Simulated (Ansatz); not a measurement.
Coupled-cluster diagnostics for BH₂F, Ansatz.

Geometry of the singlet (PBE-D4/def2-TZVP):

```xyz
4

B    -0.001   -0.046   -0.025
H    -0.573   -0.960    0.513
H     0.543   -0.115   -1.097
F     0.031    1.121    0.610
```

Correlated methods freeze 2 core orbitals.

Problem. Estimate the CCSD(T) correlation energy, the shares of MP2 and (T), T1 and the reference's ⟨S²⟩ for: charge 0, singlet, own geometry in def2-TZVPP; charge 0, singlet, own geometry in def2-TZVPD; charge 1, doublet, vertical in def2-TZVPP; charge -1, doublet, vertical in def2-TZVPD; and the rough time on 4 threads of Arm Neoverse V1 on a shared host.

Solution. 
```
                          state       basis  correlation (eV)  MP2 share (%)  (T) share (%)     T1  ⟨S²⟩ (pure)  wall time          remarks
charge 0, singlet, own geometry  def2-TZVPP           -10.345           93.5            2.6  0.013  0.00 (0.00)     0.55 s                –
charge 0, singlet, own geometry  def2-TZVPD           -10.295           93.2            2.7  0.014  0.00 (0.00)      0.7 s                –
    charge 1, doublet, vertical  def2-TZVPP            -9.947           93.3            3.5  0.032  0.78 (0.75)      1.4 s                –
   charge -1, doublet, vertical  def2-TZVPD           -10.838           92.9            2.9  0.014  0.76 (0.75)        2 s  HOMO above zero
```
Customary marks for T1 are 0.02 (closed shells), 0.045 (open shells) and about 0.05 (3d metals). T1 exceeds 0.02 in 1 of 4 rows and 0.045 in 0; the higher it lies, the less the single-reference result can be trusted.
